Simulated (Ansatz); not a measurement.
**Ti₇Al₁₀V₃: can entropy hold this alloy together?**

These are results of DFT PBE, scalar-relativistic, plane waves, PAW in Ansatz, not measurements.

Cutoff 420 eV; k points 6×6×5 on the computed 20-atom cell (Γ-centred); Gaussian smearing, width 0.10 eV; no spin polarisation.

Cells of 20 atoms on a fcc lattice, 7 Ti, 10 Al, 3 V, each occupation relaxed without symmetry on a coarser mesh and computed once more. α is the first-shell Warren–Cowley parameter of unlike pairs (negative: unlike neighbours in excess, 0: random), given as its mean and root mean square over the pairs, since a mean near 0 can hide order that cancels. ΔH counts from the elements in their standard crystals. 1 further cell, whose relaxation didn't end, left large forces or left the lattice, is left out.

```tsv
cell	mean α	rms α	ΔH (meV/atom)	V (Å³/atom)	rms shift from sites (Å)
1	0.00	0.04	-203	15.93	0.12
2	-0.17	0.19	-216	15.87	0.07
```

Weigh the mixing energy against the ideal entropy.

Ideal mixing gives S = −k_B Σ x ln x = 0.999 k_B per atom (8.3 J/(mol K)), worth 86 meV/atom at 1000 K. The cell nearest to random, 1, has ΔH = -203 meV/atom. It is already below the pure elements, so the rivals are ordered compounds, not the elements: strong attraction usually means ordering on cooling. ΔH includes the cost of putting the elements on this lattice where they prefer another, and what the coarser relaxation leaves, which can only raise it; vibrational entropy is left out.

The final mesh leaves forces up to 0.12 eV/Å and stresses up to 0.3 GPa.

Cost: 5 runs of about 17 core-minutes in all (earlier runs that led there not counted), on Intel Xeon Platinum 8488C (Sapphire Rapids) (shared hosts).